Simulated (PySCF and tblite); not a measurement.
The numbers below are computed, except where a source is named.
C4H8O, numbered as in [CH3:1][CH2:2][CH2:3][CH:4]=[O:5].

Conformers came from 90 starts (ETKDG and KDG, MMFF94s, GFN2-xTB); geometries are PBE0-D3(BJ)/def2-SVP. Weights use PBE0-D3(BJ)/def2-TZVP energies plus GFN2-xTB zero-point and thermal terms (modes under about 100 cm⁻¹ blended into free rotors). Symmetry numbers and mirror images are counted. Conformers within 4 kcal/mol (GFN2-xTB free energy) were kept, 7 at most. Couplings: B3LYP/pcSseg-1 with pcJ-1 on H (gas phase; spin-dipole term only for pairs with B, N, F, Si or P). Couplings are for ¹H; a prime marks the second kind of pair between the same two sets of atoms. (PySCF 2.14, tblite 0.8.)

Torsions listed: C1–C2–C3–C4, C2–C3–C4–O5. Of a mirror pair one member is shown.

```
conformer         shape  weight %
        1     -70°, -3°      39.7
        2     -179°, 0°      33.7
        3  -177°, -133°      12.3
        4    66°, -132°      12.3
        5   -68°, -122°       2.0
```

**Question.** Give the couplings in each conformer and the averages at 298.15 K (pairs that fast motion interchanges averaged).

**Answer.** 
```json
{"coupling": "²J(H1,H1)", "pairs": "3", "1": "-14.2", "2": "-14.2", "3": "-14.3", "4": "-14.5", "average (Hz)": "-14.3"}
{"coupling": "³J(H1,H2)", "pairs": "6", "1": "8.1", "2": "8.4", "3": "8.1", "4": "8.3", "average (Hz)": "8.2"}
{"coupling": "²J(H2,H2)", "pairs": "1", "1": "-15.3", "2": "-16.5", "3": "-14.8", "4": "-16.0", "average (Hz)": "-15.7"}
{"coupling": "³J(H2,H3)", "pairs": "2", "1": "10.0", "2": "3.9", "3": "4.3", "4": "10.8", "average (Hz)": "7.3"}
{"coupling": "³J(H2,H3′)", "pairs": "2", "1": "2.0", "2": "14.5", "3": "15.6", "4": "2.9", "average (Hz)": "8.1"}
{"coupling": "²J(H3,H3)", "pairs": "1", "1": "-23.4", "2": "-23.4", "3": "-16.0", "4": "-16.0", "average (Hz)": "-21.6"}
{"coupling": "³J(H3,H4)", "pairs": "2", "1": "0.4", "2": "0.4", "3": "3.6", "4": "3.6", "average (Hz)": "1.2"}
```

Thermal terms of a conformer that GFN2-xTB lacks, or places elsewhere, come from the nearest GFN2-xTB minimum; such a conformer stays in the set even outside the window.
